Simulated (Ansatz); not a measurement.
A nudged elastic band was laid between two geometries of BH4N2 (7 atoms, charge 0, multiplicity 2).

All numbers below come from Ansatz 0.2.0, UKS PBE/def2-SVP.

```yaml
movable_images: 5
climbing_image: yes
spring: 5.0 eV/Å²
optimiser: quadratic models (default)
start_path: through a guess of the saddle point
force_threshold: 0.05 eV/Å
iteration_limit: 60
end_points: relaxed
```

First end point:

```xyz
7
Properties=species:S:1:pos:R:3
N -1.035 0.110 -0.718
B -0.011 -0.658 -0.133
N 1.047 -0.227 0.690
H -1.757 -0.301 -1.304
H -1.131 1.127 -0.613
H 1.205 0.748 0.968
H 1.743 -0.868 1.064
```

Last end point:

```xyz
7
Properties=species:S:1:pos:R:3
N -1.033 0.110 -0.721
B -0.016 -0.659 -0.125
N 1.048 -0.226 0.689
H -1.762 -0.302 -1.298
H -1.121 1.128 -0.625
H 1.734 -0.869 1.078
H 1.212 0.750 0.956
```

**Question.** What changes between the two ends?

**Answer.** No bond is made or broken. The dihedral N1–B2–N3–H7 goes from -180 to 0°. The two ends are copies of one structure, up to a mirror image or an exchange of like atoms.

**Question.** What energy profile does the band end with?

**Answer.** It converged. The highest image is number 3 of 0 to 6, 0.55 eV above the ends, which have the same energy within 2 meV. A vibrational analysis at the climbing image gives one clearly imaginary mode, 590i cm⁻¹: a first-order saddle point.

```csv
image,path coordinate (Å),energy (eV),dihedral N1–B2–N3–H7 (°)
0,0.00,0.00,-180
1,0.51,0.06,-156
2,1.03,0.32,-118
3,1.54,0.55,-70
4,2.05,0.32,-33
5,2.57,0.06,-14
6,3.08,0.00,0
```

**Question.** What is the geometry of the highest image?

**Answer.** 
```xyz
7
Properties=species:S:1:pos:R:3
N -1.004 0.084 -0.689
B -0.161 -0.727 0.072
N 1.052 -0.360 0.764
H -1.849 -0.265 -1.143
H -0.838 1.090 -0.848
H 0.982 0.240 1.592
H 1.880 -0.129 0.206
```

**Question.** What are the harmonic wavenumbers there?

**Answer.** 590i, 214, 388, 527, 551, 854, 867, 1052, 1371, 1471, 1529, 3334, 3444, 3552, 3570 cm⁻¹.

The run took 4.6 min on 1 CPU thread of a shared host.
